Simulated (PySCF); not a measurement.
C₅H₁₁N.
Atom-mapped SMILES: `[CH2:1]=[C:2]([CH3:3])[CH2:4][NH:5][CH3:6]` (hydrogens: H7, H8 on C1; H9, H10, H11 on C3; H12, H13 on C4; H14 on N5; H15, H16, H17 on C6)

Cartesian coordinates in Å at the PBE0-D3(BJ)/def2-SVP level; atoms count from 1:
```
atom  x, y, z in Å
C1    -1.4833   -0.7084   -1.2863
C2    -0.9350   -0.1704   -0.1915
C3    -1.6532   -0.0647    1.1189
C4     0.4725    0.3658   -0.2098
N5     1.3055   -0.3063    0.7625
C6     2.6438    0.2171    0.8554
H7    -2.5060   -1.0966   -1.2842
H8    -0.9264   -0.7711   -2.2261
H9    -2.6316   -0.5641    1.0949
H10   -1.8094    0.9944    1.3873
H11   -1.0374   -0.4999    1.9207
H12    0.8750    0.3177   -1.2461
H13    0.4476    1.4391    0.0606
H14    1.3247   -1.3026    0.5573
H15    3.2056    0.2251   -0.1051
H16    3.2277   -0.3656    1.5839
H17    2.6136    1.2576    1.2196
```

Computed with PBE0-D3(BJ)/def2-SVP geometry optimisation, gas phase in PySCF 2.14.0.

Masses are those of the commonest isotopes; rigid-rotor values at the optimised geometry. The values belong to one conformer with, in the numbering `[CH2:1]=[C:2]([CH3:3])[CH2:4][NH:5][CH3:6]`, C1–C2–C4–N5 -121°, C2–C4–N5–C6 -176°.

Task: Give the principal moments of inertia and the rotational constants in MHz.

Result: Ia = 70.69, Ib = 257.79, Ic = 301.23 u·Å²; 505379 MHz·u·Å²/I gives A = 7149, B = 1960, C = 1678 MHz.

Task: Classify the top.

Result: An asymmetric top; Ray's κ = -0.897.

Task: What does the inertial defect say?

Result: Not planar: Δ = Ic − Ia − Ib = -27.25 u·Å². For a rigid frame Δ = −2 Σ m c², so Σ m c² = 13.62 u·Å² lies off the ab plane: 7.83 from hydrogen and 5.79 from heavier atoms. The atom farthest from that plane is 1.51 Å away.

Task: Give the other two planar moments, Paa and Pbb, and the rms extents of the mass along the axes.

Result: Paa = Σ m a² = (Ib + Ic − Ia)/2 = 244.16 and Pbb = Σ m b² = (Ia + Ic − Ib)/2 = 57.07 u·Å². With the mass M = 85.09 u, the rms extents √(P/M) along a, b and c are 1.69, 0.82, 0.40 Å.

Task: Which lines would a microwave search look for?

Result: The dipole components are |μa| = 0.56 D, |μb| = 0.41 D, |μc| = 0.18 D. The squared components, which scale the intensities, stand as 1.00 : 0.54 : 0.10 (a : b : c). Some lines, for components of 0.1 D or more:

```json
{"type": "b", "branch": "R", "J(Ka,Kc)": "2(0,2) ← 1(1,1)", "MHz": "2076", "lower level (cm⁻¹)": "0.294"}
{"type": "c", "branch": "Q", "J(Ka,Kc)": "3(1,3) ← 3(0,3)", "MHz": "4531", "lower level (cm⁻¹)": "0.726"}
{"type": "c", "branch": "Q", "J(Ka,Kc)": "2(1,2) ← 2(0,2)", "MHz": "4917", "lower level (cm⁻¹)": "0.364"}
{"type": "b", "branch": "Q", "J(Ka,Kc)": "1(1,0) ← 1(0,1)", "MHz": "5472", "lower level (cm⁻¹)": "0.121"}
{"type": "b", "branch": "Q", "J(Ka,Kc)": "2(1,1) ← 2(0,2)", "MHz": "5766", "lower level (cm⁻¹)": "0.364"}
{"type": "a", "branch": "R", "J(Ka,Kc)": "2(0,2) ← 1(0,1)", "MHz": "7265", "lower level (cm⁻¹)": "0.121"}
{"type": "a", "branch": "R", "J(Ka,Kc)": "3(1,2) ← 2(1,1)", "MHz": "11331", "lower level (cm⁻¹)": "0.556"}
{"type": "b", "branch": "Q", "J(Ka,Kc)": "3(2,2) ← 3(1,3)", "MHz": "16846", "lower level (cm⁻¹)": "0.877"}
{"type": "c", "branch": "R", "J(Ka,Kc)": "3(1,2) ← 2(0,2)", "MHz": "17097", "lower level (cm⁻¹)": "0.364"}
{"type": "c", "branch": "R", "J(Ka,Kc)": "2(2,0) ← 1(1,0)", "MHz": "23137", "lower level (cm⁻¹)": "0.304"}
{"type": "c", "branch": "Q", "J(Ka,Kc)": "3(3,1) ← 3(2,1)", "MHz": "26602", "lower level (cm⁻¹)": "1.441"}
{"type": "c", "branch": "R", "J(Ka,Kc)": "3(3,0) ← 2(2,0)", "MHz": "37562", "lower level (cm⁻¹)": "1.076"}
```

PBE0-D3(BJ)/def2-SVP frequencies: not computed here. These are rigid-rotor constants of the computed structure; measured ground-state constants (B0) also hold zero-point vibration. A rigid rotor knows nothing of inversion at nitrogen or internal rotation, which can split or shift real lines. Quadrupole hyperfine structure (14N) is left out.

Time: 40 s of wall time. Hardware: one thread, Arm Neoverse V1, no GPU, on a shared host. These figures are those of the optimisation.
